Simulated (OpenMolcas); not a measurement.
**A workflow on HCl (hydrogen chloride)**

Wanted: the energy (UHF/6-31G), then the energy (CASSCF(2,2)/6-31G), then the energy (CASPT2(2,2)/6-31G), then the energy (SC-NEVPT2(2,2)/6-31G), then the energy (MRCI(2,2)/6-31G) of HCl (hydrogen chloride). 

The calculation is run with OpenMolcas 26.06.

### 1 The system as given

The species is HCl (2 atoms), meant as a singlet with charge 0. SMILES: `Cl`. The Cl1–H2 distance was set to 2.238 Å, away from the relaxed value.

### 2 The energy at UHF/6-31G (run 1)

Contents of step1.input:

```
&GATEWAY
 BASLIB=$CurrDir
 COORD
 2
 angstrom
 Cl       1.365013      -0.446254       0.702007
 H       -0.546000       0.178500      -0.280800
 BASIS=6-31G
 GROUP=NoSym

&SEWARD

&SCF
 UHF
 SCRAMBLE=0.25
 PRORBITALS=1 1
```

The basis set 6-31G is read from a file made from the Basis Set Exchange's data (not shown).

Command:

```bash
$ export MOLCAS_MEM=1860
$ pymolcas step1.input > step1.log
```

Output:

```text
--- Start Module: gateway ---
[...]
--- Stop Module: gateway /rc=_RC_ALL_IS_WELL_ ---
--- Start Module: seward ---
[...]
      Basis functions           15
--- Stop Module: seward /rc=_RC_ALL_IS_WELL_ ---
--- Start Module: scf ---
[...]
       Convergence after  28 Iterations
[...]
::    Total SCF energy                               -459.9496726777
[...]
      Total spin, S                                     0.5288837845
[...]
      Total electronic charge=   18.000000
      Total            charge=   -0.000000
[...]
      Dipole Moment (debye):
      Origin of the operator (angstrom)=    1.3115   -0.4288    0.6745
                   X= -4.9616E-01               Y=  1.6221E-01               Z= -2.5518E-01           Total=  5.8103E-01
      Quadrupole Moment (debye*angstrom):
[...]
--- Stop Module: scf /rc=_RC_ALL_IS_WELL_ ---
[...]
```

It took 2 s on 1 thread of Arm Neoverse V1, shared host; peak memory 0.37 GiB.

### 3 The energy at CASSCF(2,2)/6-31G (run 2)

Contents of step2.inp:

```
&GATEWAY
BasLib
$CurrDir
Coord
2
angstrom
Cl       1.365013      -0.446254       0.702007
H       -0.546000       0.178500      -0.280800
Basis
6-31G
Group
NoSym
&SEWARD
&RASSCF
FileOrb
$CurrDir/step1.UnaOrb
Spin
1
Nactel
2 0 0
Inactive
8
Ras2
2
OrbListing
Nothing
OrbAppear
Compact
```

The basis set 6-31G is read from a file made from the Basis Set Exchange's data (not shown).

Command:

```bash
$ export MOLCAS_MEM=1860
$ pymolcas step2.inp > step2.log
```

Output:

```text
--- Start Module: gateway ---
[...]
--- Stop Module: gateway /rc=_RC_ALL_IS_WELL_ ---
--- Start Module: seward ---
[...]
      Basis functions           15
--- Stop Module: seward /rc=_RC_ALL_IS_WELL_ ---
--- Start Module: rasscf ---
[...]
      Number of active orbitals                  2
[...]
      Spin quantum number                      0.0
[...]
      Active orbitals                            2
[...]
      Number of CSFs                             3
[...]
      Number of root(s) required                 1
[...]
      Convergence after  8 iterations
[...]
      printout of CI-coefficients larger than  0.05 for root  1
      energy=    -459.970970
      conf/sym  11     Coeff  Weight
             1  20  -0.91534 0.83785
             3  02   0.40268 0.16215
      Natural orbitals and occupation numbers for root  1
      sym 1:   1.675692   0.324308
      ************************************************************************************************************************
      *                                                    Final results                                                     *
[...]
::    RASSCF root number  1 Total energy:   -459.97097015
[...]
      Total electronic charge=   18.000000
      Total            charge=   -0.000000
[...]
      Dipole Moment (debye):
      Origin of the operator (angstrom)=    1.3115   -0.4288    0.6745
                   X= -7.1966E-01               Y=  2.3528E-01               Z= -3.7012E-01           Total=  8.4277E-01
      Quadrupole Moment (debye*angstrom):
[...]
--- Stop Module: rasscf /rc=_RC_ALL_IS_WELL_ ---
[...]
```

Run time: 1.6 s. Hardware: 1 thread of Arm Neoverse V1, shared host; peak memory 0.37 GiB.

### 4 A single-point energy at CASPT2(2,2)/6-31G (run 3)

Contents of step3.input:

```
&GATEWAY
BasLib
$CurrDir
Coord
2
angstrom
Cl       1.365013      -0.446254       0.702007
H       -0.546000       0.178500      -0.280800
Basis
6-31G
Group
NoSym
&SEWARD
&RASSCF
FileOrb
$CurrDir/step2.RasOrb
Spin
1
Nactel
2 0 0
Inactive
8
Ras2
2
OrbListing
Nothing
OrbAppear
Compact
&CASPT2
Imaginary
0.1
Frozen
5
```

The basis set 6-31G is read from a file made from the Basis Set Exchange's data (not shown).

Command:

```bash
$ export MOLCAS_MEM=1860
$ pymolcas step3.input > step3.log
```

Output:

```text
--- Start Module: gateway ---
[...]
--- Stop Module: gateway /rc=_RC_ALL_IS_WELL_ ---
[...]
      Basis functions           15
[...]
--- Start Module: rasscf ---
[...]
      Number of active orbitals                  2
[...]
      Spin quantum number                      0.0
[...]
      Active orbitals                            2
[...]
      Number of CSFs                             3
[...]
      Number of root(s) required                 1
[...]
      Convergence after  4 iterations
[...]
      printout of CI-coefficients larger than  0.05 for root  1
      energy=    -459.970970
      conf/sym  11     Coeff  Weight
             1  20  -0.91534 0.83785
             3  02   0.40268 0.16215
      Natural orbitals and occupation numbers for root  1
      sym 1:   1.675693   0.324307
      ************************************************************************************************************************
      *                                                    Final results                                                     *
[...]
::    RASSCF root number  1 Total energy:   -459.97097015
[...]
      Total electronic charge=   18.000000
      Total            charge=   -0.000000
[...]
      Dipole Moment (debye):
      Origin of the operator (angstrom)=    1.3115   -0.4288    0.6745
                   X= -7.1965E-01               Y=  2.3527E-01               Z= -3.7011E-01           Total=  8.4276E-01
      Quadrupole Moment (debye*angstrom):
[...]
--- Stop Module: rasscf /rc=_RC_ALL_IS_WELL_ ---
--- Start Module: caspt2 ---
[...]
 ###    WARNING: User changed nr of frozen orbitals.                         ###
 ###############################################################################
[...]
      E2 (Variational):          -0.0295334702
      Total energy:            -460.0005036212
[...]
      Reference weight:           0.98692
[...]
::    CASPT2 Root  1     Total energy:   -460.00050362
[...]
--- Stop Module: caspt2 /rc=_RC_ALL_IS_WELL_ ---
[...]
```

It took 1.6 s on 1 thread of Arm Neoverse V1, shared host; peak memory 0.37 GiB.

### 5 A single-point energy at SC-NEVPT2(2,2)/6-31G (run 4)

Contents of step4.inp:

```
* ClH NEVPT2
&GATEWAY
BASLIB=$CurrDir
COORD
2
angstrom
Cl       1.365013      -0.446254       0.702007
H       -0.546000       0.178500      -0.280800
BASIS=6-31G
GROUP=NoSym
&SEWARD
&RASSCF
FILEORB=$CurrDir/step2.RasOrb
SPIN=1
NACTEL=2 0 0
INACTIVE=8
RAS2=2
ORBLISTING=Nothing
ORBAPPEAR=Compact
&CASPT2
SC-NEVPT2
FROZEN=5
```

The basis set 6-31G is read from a file made from the Basis Set Exchange's data (not shown).

Command:

```bash
$ export MOLCAS_MEM=1860
$ pymolcas step4.inp > step4.log
```

Output:

```text
--- Start Module: gateway ---
[...]
--- Stop Module: gateway /rc=_RC_ALL_IS_WELL_ ---
[...]
      Basis functions           15
[...]
--- Start Module: rasscf ---
[...]
      Number of active orbitals                  2
[...]
      Spin quantum number                      0.0
[...]
      Active orbitals                            2
[...]
      Number of CSFs                             3
[...]
      Number of root(s) required                 1
[...]
      Convergence after  4 iterations
[...]
      printout of CI-coefficients larger than  0.05 for root  1
      energy=    -459.970970
      conf/sym  11     Coeff  Weight
             1  20  -0.91534 0.83785
             3  02   0.40268 0.16215
      Natural orbitals and occupation numbers for root  1
      sym 1:   1.675693   0.324307
      ************************************************************************************************************************
      *                                                    Final results                                                     *
[...]
::    RASSCF root number  1 Total energy:   -459.97097015
[...]
      Total electronic charge=   18.000000
      Total            charge=   -0.000000
[...]
      Dipole Moment (debye):
      Origin of the operator (angstrom)=    1.3115   -0.4288    0.6745
                   X= -7.1965E-01               Y=  2.3527E-01               Z= -3.7011E-01           Total=  8.4276E-01
      Quadrupole Moment (debye*angstrom):
[...]
--- Stop Module: rasscf /rc=_RC_ALL_IS_WELL_ ---
--- Start Module: caspt2 ---
[...]
 ###    WARNING: User changed nr of frozen orbitals.                         ###
 ###############################################################################
[...]
      E2 (Variational):          -0.0291786754
[...]
      E2 (Variational):          -0.0291508680
      Total energy:            -460.0001210190
[...]
      Reference weight:           0.98728
[...]
::    SC-NEVPT2 Root  1     Total energy:   -460.00012102
[...]
--- Stop Module: caspt2 /rc=_RC_ALL_IS_WELL_ ---
[...]
```

Run time: 1.6 s. Hardware: 1 thread of Arm Neoverse V1, shared host; peak memory 0.37 GiB.

### 6 A single-point energy at MRCI(2,2)/6-31G (run 5)

Contents of step5.inp:

```
&GATEWAY
BasLib=$CurrDir
Coord
2
angstrom
Cl       1.365013      -0.446254       0.702007
H       -0.546000       0.178500      -0.280800
Basis=6-31G
Group=NoSym
&SEWARD
&RASSCF
FileOrb=$CurrDir/step2.RasOrb
Spin=1
Nactel=2 0 0
Inactive=8
Ras2=2
OrbListing=Nothing
OrbAppear=Compact
&MOTRA
LumOrb
Frozen=5
&GUGA
Electrons=8
Spin=1
Inactive=3
Active=2
CIAll=1
&MRCI
SDCI
```

The basis set 6-31G is read from a file made from the Basis Set Exchange's data (not shown).

Command:

```bash
$ export MOLCAS_MEM=1860
$ pymolcas step5.inp > step5.log
```

Output:

```text
--- Start Module: gateway ---
[...]
--- Stop Module: gateway /rc=_RC_ALL_IS_WELL_ ---
[...]
      Basis functions           15
[...]
      Number of active orbitals                  2
[...]
      Spin quantum number                      0.0
[...]
      Active orbitals                            2
[...]
      Number of CSFs                             3
[...]
      Number of root(s) required                 1
[...]
      Convergence after  4 iterations
[...]
      printout of CI-coefficients larger than  0.05 for root  1
      energy=    -459.970970
      conf/sym  11     Coeff  Weight
             1  20  -0.91534 0.83785
             3  02   0.40268 0.16215
      Natural orbitals and occupation numbers for root  1
      sym 1:   1.675693   0.324307
      ************************************************************************************************************************
      *                                                    Final results                                                     *
[...]
::    RASSCF root number  1 Total energy:   -459.97097015
[...]
      Dipole Moment (debye):
      Origin of the operator (angstrom)=    1.3115   -0.4288    0.6745
                   X= -7.1965E-01               Y=  2.3527E-01               Z= -3.7011E-01           Total=  8.4276E-01
      Quadrupole Moment (debye*angstrom):
[...]
      *** WARNING: Default frozen orbitals is overwritten by user input.
      *** Default values:   5
[...]
--- Start Module: guga ---
[...]
--- Stop Module: guga /rc=_RC_ALL_IS_WELL_ ---
--- Start Module: mrci ---
[...]
       (But an ACPF correction will be computed)
       USE THE DEFAULT ACPF G-VALUE GFAC=  0.25000000000000000
[...]
                      CI ENERGY:  -460.00520689
[...]
                ACPF CORRECTION:    -0.00047082
[...]
      Total electronic charge=   18.000000
      Total            charge=   -0.000000
[...]
     ACPF CORRECTION:     -0.00047082
[...]
  CI State   1     Total energy:   -460.00520689     QDav:     -0.00063065     QACPF:     -0.00047082
[...]
--- Stop Module: mrci /rc=_RC_ALL_IS_WELL_ ---
[...]
```

Wall time 1.7 s (1 thread of Arm Neoverse V1, shared host); peak memory 0.37 GiB.

### 7 Results

| quantity | value |
| --- | --- |
| run 1, UHF/6-31G: total energy | -459.94967 Eh |
| run 1, UHF/6-31G: dipole moment | 0.58 D |
| run 1, UHF/6-31G: HOMO energy | -12.76 eV |
| run 1, UHF/6-31G: LUMO energy | -0.77 eV |
| run 1, UHF/6-31G: HOMO–LUMO gap | 11.99 eV |
| run 1, UHF/6-31G: ⟨S²⟩ | 0.809 |
| run 2, CASSCF(2,2)/6-31G: total energy | -459.97097 Eh |
| run 2, CASSCF(2,2)/6-31G: dipole moment (CASSCF density) | 0.84 D |
| run 3, CASPT2(2,2)/6-31G: total energy | -460.00050 Eh |
| run 3, CASPT2(2,2)/6-31G: dipole moment (CASSCF density) | 0.84 D |
| run 4, SC-NEVPT2(2,2)/6-31G: total energy | -460.00012 Eh |
| run 4, SC-NEVPT2(2,2)/6-31G: dipole moment (CASSCF density) | 0.84 D |
| run 5, MRCI(2,2)/6-31G: total energy | -460.00521 Eh |
| run 5, MRCI(2,2)/6-31G: dipole moment (CASSCF density) | 0.84 D |

⟨S²⟩ (run 1, UHF/6-31G) is 0.81 where a pure singlet has 0.00: the reference is spin-contaminated.
